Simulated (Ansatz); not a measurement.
Input file:

```yaml
crystal:
  periodic: [false, false, false]
  atoms:
    - {symbol: Ge, position_ang: [0.000000, 0.000000, 0.000000]}
    - {symbol: B, position_ang: [0.000000, 0.000000, 3.512000]}
basis:
  gaussian: {orbitals: cc-pVDZ}
total_charge: 1
magnetization: {spin_polarized: false, initial_magnetization: 2}
hamiltonian: {pseudopotentials: {relativity: none}}
correlation: {method: bccd, electrons: all}
output: {forces: true}
```

```sh
$ ansatz run in.yaml --threads 1 --pin off --events-out ev --progress --plain --max-ram 2393MiB
```

The program prints:

```
462 factors; integrals over basis functions are off by at most 5.5e-4 eV
mean field evaluation 1: about -57131.6828 eV, gradient 4.9e0 eV
mean field evaluation 2: about -57131.6888 eV, gradient 5.0e0 eV
mean field evaluation 4: about -57132.0730 eV, gradient 9.8e-1 eV
mean field evaluation 8: about -57132.1608 eV, gradient 6.3e-1 eV
mean field evaluation 16: about -57132.1956 eV, gradient 8.9e-7 eV
mean field evaluation 32: about -57125.7800 eV, gradient 1.4e1 eV
mean field evaluation 64: about -57132.1989 eV, gradient 2.3e-1 eV
mean field evaluation 96: about -57131.4589 eV, gradient 3.0e-2 eV
mean field evaluation 128: about -57131.4589 eV, gradient 6.1e-2 eV
mean field evaluation 160: about -57131.5005 eV, gradient 3.5e-3 eV
...
cycle   7  -3.86064268 eV  change   -3.2e-4 eV  update   3.4e-4
cycle   8  -3.86065518 eV  change   -1.2e-5 eV  update   2.0e-4
cycle   9  -3.86051639 eV  change    1.4e-4 eV  update   1.0e-4
cycle  10  -3.86045722 eV  change    5.9e-5 eV  update   4.8e-5
cycle  11  -3.86045423 eV  change    3.0e-6 eV  update   2.4e-5
cycle  12  -3.86045877 eV  change   -4.5e-6 eV  update   9.3e-6
cycle  13  -3.86046099 eV  change   -2.2e-6 eV  update   3.5e-6
cycle  14  -3.86046130 eV  change   -3.1e-7 eV  update   1.6e-6
cycle  15  -3.86046134 eV  change   -4.0e-8 eV  update   5.9e-7
cycle  16  -3.86046134 eV  change   -7.7e-9 eV  update   2.6e-7
the calculation of the forces begins
Total energy: -57136.05604288 eV, -2099.7113313661 hartree
Atom 0 at     0.000000     0.000000     0.000000 Å, force     0.000000    -0.000000     0.744477 eV/Å
Atom 1 at     0.000000     0.000000     3.512000 Å, force     0.000000     0.000000    -0.744477 eV/Å
Dipole moment:    -0.000000    -0.000000     0.903808 e Å
```

Forces (eV/Å):
```
Ge   0.000  0.000  0.744
B    0.000  0.000 -0.744
```

Ran on 1 thread of Arm Neoverse V1, shared host: 36 s wall, 0.27 GiB peak host memory.
